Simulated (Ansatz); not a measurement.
A made-up structure of C₂H₃S, doublet:

```tsv
atom	x (Å)	y (Å)	z (Å)
C1	-0.9833	-0.1932	-0.6224
C2	0.2643	0.1729	-0.5615
S3	1.3050	0.2493	0.8688
H4	-1.7844	-0.5397	0.0099
H5	2.5226	-0.3247	1.0627
H6	0.3916	-0.1736	1.7570
```

It is relaxed with PBE-D4/def2-SVP and then PBE0-D4/def2-TZVP (Ansatz 0.2.0). Atoms count as bonded within 1.22 times the sum of their covalent radii (H–H: 0.88 Å). The end point is not checked to be a true minimum.

(1) Does its bonding change? (A judgement: the text doesn't fix the answer.)

## Answers

(1) The calculation gives: Yes. Formed: none; broken: S3–H6.

Where it ends: The first stage lowers the energy by 1.48 eV in 27 steps. It ends as a complex of C₂H₂S (C#CS) + H:
```xyz
6
angstrom
C -1.2100 -0.3034 -0.7537
C -0.1665 0.0614 -0.2779
S 1.2408 0.7016 0.3777
H -2.1280 -0.6383 -1.1753
H 1.8842 -0.4685 0.5450
H 2.0954 -0.1618 3.7987
```

For scale, one of the runs: PBE0-D4/def2-TZVP relaxation, 117 basis functions, launched by `ansatz run in.yaml --threads 2 --pin off --events-out ev --progress --plain --max-ram 4352MiB`. Hardware: 2 CPU threads of an Arm Neoverse V2, shared host. Wall time about 27 s.
